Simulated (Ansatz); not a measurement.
The cluster B2H2. Charge 0, multiplicity 3. Geometry r2SCAN-D4/def2-TZVP, that of the charge +1 doublet; atoms count from 1.

```xyz
4

B    -0.124   -0.704   -0.371
B     0.127    0.704    0.372
H     0.307    1.729    0.913
H    -0.310   -1.728   -0.913
```

The structure comes from a short search, and lower isomers may exist.

Q: Estimate the Mulliken populations from the PBE0/def2-TZVP orbitals of Ansatz.

A: 
| atom | charge (e) | spin (α − β) |
| --- | --- | --- |
| B1 | -0.10 | 1.05 |
| B2 | -0.10 | 1.05 |
| H3 | 0.10 | -0.05 |
| H4 | 0.10 | -0.05 |
Mulliken values and Mayer orders depend strongly on the basis.

Q: Where does the spin sit?

A: Summed by element: B 2.09, H -0.09, of 2 unpaired in all. Largest on single atoms: B1 1.05, B2 1.05, H4 -0.05.

Q: And the Mayer bond orders between bonded heavy atoms (over 0.3)?

A: B1–B2 2.04 (1.61 Å).
